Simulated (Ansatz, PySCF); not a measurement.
This PySCF input computes a CCSD(T)/cc-pVDZ energy:

```python
from pyscf import gto, scf, mp, cc as ccmod

mol = gto.M(
    atom='''
    C    -0.57228123    0.00747040   -0.00078176
    F     0.71108630   -0.07346237   -0.05506023
    H    -0.92248287    0.17658991    1.10430640
    H    -0.90855118    1.12961277    0.01268942
    H    -1.13505528   -0.68986378   -0.61676320
    ''',
    basis='cc-pvdz',
    charge=1,
    spin=1,
    verbose=4,
)

mf = scf.UHF(mol)
mf.conv_tol = 1e-10
mf.max_cycle = 100
mf.kernel()
mo, _, stable, _ = mf.stability(return_status=True)
if not stable:
    mf.kernel(mf.make_rdm1(mo, mf.mo_occ))
mp2 = mp.MP2(mf, frozen=2).run()
cc = ccmod.CCSD(mf, frozen=2)
cc.max_cycle = 100
cc.kernel()
et = cc.ccsd_t()
print(f'E(CCSD(T)) = {cc.e_tot + et:.9f}')
```

Question: Write an input for the same energy in Ansatz (an electronic-structure program) and say what it gives.

Answer: 
Ansatz 0.2 input:
```yaml
crystal:
  periodic: [false, false, false]
  atoms:
    - {symbol: C, position_ang: [-0.57228123, 0.00747040, -0.00078176]}
    - {symbol: F, position_ang: [0.71108630, -0.07346237, -0.05506023]}
    - {symbol: H, position_ang: [-0.92248287, 0.17658991, 1.10430640]}
    - {symbol: H, position_ang: [-0.90855118, 1.12961277, 0.01268942]}
    - {symbol: H, position_ang: [-1.13505528, -0.68986378, -0.61676320]}
basis:
  gaussian:
    orbitals: cc-pVDZ
total_charge: 1
magnetization: {spin_polarized: true, initial_magnetization: 1}
correlation: {method: ccsd_t, electrons: outside_noble_gas}
```
It gives -138.95664 Eh, and PySCF -138.95664 Eh, a difference of 0.00 mEh.
